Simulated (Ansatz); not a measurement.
AlBH5N (`B[NH][AlH2]`) from Hartree–Fock to CCSD(T)

```json
{"atom": "B1", "x (Å)": "1.088", "y (Å)": "0.335", "z (Å)": "0.824"}
{"atom": "N2", "x (Å)": "0.063", "y (Å)": "-0.498", "z (Å)": "0.348"}
{"atom": "Al3", "x (Å)": "-1.078", "y (Å)": "-0.058", "z (Å)": "-0.976"}
{"atom": "H4", "x (Å)": "1.811", "y (Å)": "-0.024", "z (Å)": "1.711"}
{"atom": "H5", "x (Å)": "1.226", "y (Å)": "1.418", "z (Å)": "0.324"}
{"atom": "H6", "x (Å)": "-0.016", "y (Å)": "-1.400", "z (Å)": "0.799"}
{"atom": "H7", "x (Å)": "-0.922", "y (Å)": "1.357", "z (Å)": "-1.656"}
{"atom": "H8", "x (Å)": "-2.172", "y (Å)": "-1.130", "z (Å)": "-1.373"}
```

Total charge 0; spin multiplicity 1. Geometry: relaxed with PBE0-D4/def2-TZVP. Frozen core, restricted reference, Ansatz 0.2.0. CBS rows extrapolate triple and quadruple zeta; past MP2 they add the triple-zeta difference.

```csv
basis,HF (Eh),MP2 corr.
def2-SVP,-323.87773,-0.32279
def2-TZVPP,-324.05686,-0.39831
def2-QZVPP,-324.06844,-0.42562
```

(1) Estimate the CCSD correlation energy and the (T) correction in each basis where they were run (hartree).

Answers

(1) 
```csv
basis,CCSD corr.,(T)
def2-SVP,-0.36110,-0.00934
def2-TZVPP,-0.43294,-0.01506
CBS(def2),-0.48049,as TZ
```
